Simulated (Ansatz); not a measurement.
# NH (singlet): wave-function methods side by side at distance N1–H2 = 1.428 Å, aug-cc-pVDZ

How much of the correlation energy of NH (singlet) does each wave-function method recover here?

Computed with Ansatz 0.2.0, Gaussian basis. Level: aug-cc-pVDZ, core rule «outside noble gas», up to 1 orbitals frozen.

The runs, in order: UHF; CCSD(T) on RHF; CCSD(T) on UHF; BCCD(T) on RHF; CISD; CCSDT(Q) on RHF; CCSDT(Q) on UHF; CASSCF and MRCISD+Q, 2 electrons in 2 orbitals; CASSCF and NEVPT2, 2 electrons in 2 orbitals; CASSCF and MRCISD+Q, 6 electrons in 5 orbitals; CASSCF and NEVPT2, 6 electrons in 5 orbitals; Full CI; Full CI in the symmetry of the determinant.

24 further runs of the same task are left out: 5 for a known fault of the program, 15 that didn't finish, 4 set aside as unsound or not needed.

**1. The system**

The geometry derives from a PBE0/def2-TZVP stationary point (not a proven minimum). One bond is set to the value named and the two fragments are kept rigid.

2 atoms, charge 0, spin multiplicity 1.

Atoms are counted from 1 here; the program's logs count them from 0.

No contacts short enough for the rule that draws bonds.

**2. UHF**

The input, in.yaml:

```yaml
crystal:
  periodic: [false, false, false]
  atoms:
    - {symbol: N, position_ang: [0.000000, 0.000000, 0.000000]}
    - {symbol: H, position_ang: [0.000000, 0.000000, 1.428000]}
basis:
  gaussian: {orbitals: aug-cc-pVDZ}
magnetization: {spin_polarized: true, initial_magnetization: 0}
hamiltonian: {xc: hf}
output: {orbitals: {seedname: orbitals}}
```

Run with:

```bash
$ ansatz run in.yaml --threads 1 --pin off --events-out ev --progress --plain --max-ram 2393MiB
```

Further steps of the session: CCSD(T) on RHF; CCSD(T) on UHF; BCCD(T) on RHF; CISD; CCSDT(Q) on RHF; CCSDT(Q) on UHF; CASSCF and MRCISD+Q, 2 electrons in 2 orbitals; CASSCF and NEVPT2, 2 electrons in 2 orbitals; CASSCF and MRCISD+Q, 6 electrons in 5 orbitals; CASSCF and NEVPT2, 6 electrons in 5 orbitals; Full CI; Full CI in the symmetry of the determinant.

Q: Predict the results of all the runs planned. Wanted: FCI below the RHF energy; RMP2 from FCI; RCCSD from FCI; RCCSD(T) from FCI; RCCSDT(Q) from FCI; NEVPT2 valence from FCI; MRCISD+Q valence from FCI; T1 diagnostic; effectively unpaired electrons.

**Answer**, as computed:

| quantity | value |
| --- | --- |
| FCI below the RHF energy | -5.2801 eV |
| RMP2 from FCI | +34.02 kcal/mol |
| RCCSD from FCI | +11.63 kcal/mol |
| RCCSD(T) from FCI | +6.03 kcal/mol |
| RCCSDT(Q) from FCI | -0.21 kcal/mol |
| NEVPT2 valence from FCI | +15.41 kcal/mol |
| MRCISD+Q valence from FCI | -0.05 kcal/mol |
| levels within 1 kcal/mol (43 meV) | RCCSDT, RCCSDT(Q), MRCISD+Q valence |
| T1 diagnostic | 0.015 |
| effectively unpaired electrons | 2.07 |

What this shows: RCCSD(T) lands +6.03 kcal/mol from the yardstick (5.0 % of the correlation energy). RCCSDT(Q), MRCISD+Q valence fall below full CI, which methods that aren't variational can do. The occupations show strong static correlation (2.1 unpaired electrons where one determinant has 0). Of the multireference levels listed MRCISD+Q valence comes nearest in total energy (-0.05 kcal/mol), which doesn't show that its space is the better one. These misses are within one basis, not against nature.
